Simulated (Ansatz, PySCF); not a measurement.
System: CH3S, net charge 0, doublet state. 
Geometry from a B3LYP-D3(BJ)/def2-TZVP (Ansatz, an electronic-structure program) optimisation:
SMILES: C[S]
```xyz
5

C     -0.0139     1.1056     0.0124
S      0.0013    -0.6916    -0.0079
H      1.0336     1.4242     0.0401
H     -0.5062     1.4939     0.9033
H     -0.4650     1.5146    -0.8909
```
Charge 0, spin multiplicity 2.

PBE beside other levels, property by property. Correlated levels leave the core frozen unless marked. Open shells are spin-unrestricted. Spin-orbit coupling is left out. Non-relativistic. CBS marks a two-point X^-3 extrapolation of the correlation energy; Hartree-Fock from the larger set. [CCSD(T)-MP2]/basis is that difference in the basis named. Rows marked 298 K are enthalpies with B3LYP-D3(BJ) harmonic zero-point and thermal terms from PySCF. Enthalpies of formation rest on the atoms' values in the G2/97 table (older ones for B and Si), with no core term in the frozen-core levels. Vertical energies are electronic, to the SCF solution reached for that spin. Anions need diffuse functions, of which def2-TZVPD holds fewer than the aug- sets. The coupled-cluster column (Ansatz) is a level with limits of its own: RI-MP2/CBS(aug-cc-pV(T+d)Z,aug-cc-pV(Q+d)Z)+[CCSD(T)-MP2]/aug-cc-pV(T+d)Z.

| property | PBE/def2-TZVPD (Ansatz) | r2SCAN/def2-TZVPD (Ansatz) | PBE0/def2-TZVPD (Ansatz) | M06-2X/def2-TZVPD (PySCF) | coupled cluster | measured |
|---|---|---|---|---|---|---|
| enthalpy of formation at 298 K by atomisation (kcal/mol) | 22.0 | 26.2 | 27.0 | 28.6 | 28.7 | 29.8 |
| vertical ionisation energy to the triplet (eV) | 9.14 | 9.15 | 9.20 | 9.29 | 9.35 | - |
| vertical electron affinity to the singlet (eV) | 1.75 | 1.68 | 1.69 | 1.79 | 1.86 | - |

Measured values: G2/97 table in ASE (Curtiss et al.); they hold spin-orbit effects, which all levels lack, and core correlation, which the frozen-core levels lack. This is an older compilation, not checked against later work.

As the rows show:
- enthalpy of formation at 298 K by atomisation: PBE lies 7.8 kcal/mol below the measured value.
- vertical ionisation energy to the triplet: PBE lies 0.21 eV below coupled cluster.
- vertical electron affinity to the singlet: PBE lies 0.11 eV below coupled cluster.
